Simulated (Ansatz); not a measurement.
Cost and result for the atomization energy of `CS[SiH3]` (9 atoms, 8 bonds).

Cartesian coordinates in Å:
```
C 1.514 0.084 -0.153
S 0.290 -1.247 -0.322
Si -1.470 -0.147 0.133
H 1.324 0.885 -0.868
H 2.488 -0.355 -0.365
H 1.521 0.484 0.861
H -2.599 -1.105 0.038
H -1.665 0.972 -0.827
H -1.403 0.430 1.503
```

Charge 0, multiplicity 1. All single points use the PBE0-D4/def2-TZVP geometry. Program: Ansatz. All runs use 4 threads of an Arm Neoverse V2 on a shared host. Times are those of one run each, without the atoms' runs, and a repeat can differ threefold. Electronic energies, without spin–orbit coupling; frozen cores. CCSD(T)/CBS adds CCSD(T) − MP2 in def2-TZVPP to the MP2 limit, and its time is that of the two runs behind it. T1 = 0.010.

CCSD(T)/CBS is a level of theory with its own doubt, some kJ/mol a heavy atom from the limit and from the frozen cores, so smaller differences don't rank the functionals.

```tsv
level	functions	wall time	atomization (kcal/mol)	difference from CCSD(T)/CBS	per bond
LDA (SPW92)/def2-TZVPP	199	0.65 s	779.4	80.4	10.0
CCSD(T)/def2-SVP	80	0.7 s	654.3	-44.7	-5.6
revPBE-D4/def2-TZVPP	199	0.9 s	688.8	-10.2	-1.3
PBE-D4/def2-TZVPP (with forces)	199	1.1 s	699.7	0.7	0.1
PBE0-D4/def2-TZVPP	199	1.2 s	695.2	-3.8	-0.5
BHLYP-D4/def2-TZVPP	199	1.2 s	686.4	-12.6	-1.6
B2PLYP/def2-TZVPP	199	2 s	688.6	-10.4	-1.3
PBE-QIDH/def2-TZVPP	199	2.1 s	692.0	-7.0	-0.9
r2SCANh-D4/def2-TZVPP	199	2.2 s	696.6	-2.4	-0.3
B97M-V/def2-TZVPP	199	4.4 s	702.6	3.6	0.4
MP2/def2-QZVPP	377	6.5 s	691.5	-7.5	-0.9
CCSD(T)/def2-TZVPP	199	16 s	681.1	-17.9	-2.2
CCSD(T)/CBS(def2)	–	23 s	699.0	0.0	0.0
```

From BLYP to BHLYP (50 % exact exchange), in def2-TZVPP and without D4, the atomization energy moves by −0.9 kcal/mol: exact exchange takes away binding that semilocal exchange gives to molecules. In def2-TZVPP, CCSD(T) changes the Hartree–Fock value by +155.7 kcal/mol (the triples alone add +7.6 kcal/mol) and MP2 by +155.5 kcal/mol; breaking electron pairs costs correlation energy, which Hartree–Fock lacks. The D4 term adds +6.6 kcal/mol with B3LYP and +3.4 kcal/mol with PBE0; it sums over pairs of atoms, weighted by their polarisabilities, and B3LYP, whose exchange is more repulsive, gets the larger term.

B3LYP here is the variant with VWN-RPA as its local correlation; programs differ in this.
